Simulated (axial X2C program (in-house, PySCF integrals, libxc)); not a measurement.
# SiF⁺: properties at the nuclei

Computed with an in-house all-electron X2C program for linear molecules (integrals from PySCF): two-component X2C with atomic mean-field Coulomb and Gaunt terms, Gaussian nuclei, basis Si dyall-v3z, F dyall-av3z with contracted cores.

R = 1.548 Å (near the PBE0 minimum at charge 1 of the determinant lowest at the starting distance; the state shown can have its own minimum elsewhere).

Determinant lowest in the PBE0 search, Ω = 0 (closed shell), highest spinor 50% Si s, 22% Si p, 20% F p:

```json
{"level": "PBE0", "qzz Si (a.u.)": "-1.83", "qzz F (a.u.)": "0.36"}
{"level": "HF", "qzz Si (a.u.)": "-1.99", "qzz F (a.u.)": "0.50"}
{"level": "LDA", "qzz Si (a.u.)": "-1.77", "qzz F (a.u.)": "0.26"}
{"level": "PBE50", "qzz Si (a.u.)": "-1.89", "qzz F (a.u.)": "0.43"}
{"level": "BHandHLYP", "qzz Si (a.u.)": "-1.92", "qzz F (a.u.)": "0.40"}
```

qzz is the electric field gradient, eQq0 = 234.96 MHz × Q/barn × qzz. The operators were transformed with the bare-nucleus X2C matrices; with these basis sets, hyperfine constants and field gradients can be off by tens of per cent, and where levels differ in sign neither size nor sign is settled.

Each state is one determinant with collinear spin. The search compared states at one distance, so a state with another bond length can lie lower.
